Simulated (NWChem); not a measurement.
**Correlation energy of NO (+1)**

```
N
O 1 1.0599
```
Charge +1, spin multiplicity 1.

Program: NWChem. The geometry was optimised at PBE0/def2-SVP, a minimum by its harmonic frequencies.

Basis set: STO-3G. Each correlation energy counts from its own Hartree-Fock reference.

The correlated methods keep 2 core orbitals frozen. The structure started from a generated list of species. Coupled-cluster values serve here as a point of comparison, not as the truth.

**Question.** For the correlation energy, MP2 gives -166.2 mHa and SCS-MP2 gives -161.3 mHa. What do CCSD, CCSD+T(CCSD), CCSD(T) give?

**Answer.** CCSD: -163.0 mHa; CCSD+T(CCSD): -168.6 mHa; CCSD(T): -167.3 mHa.
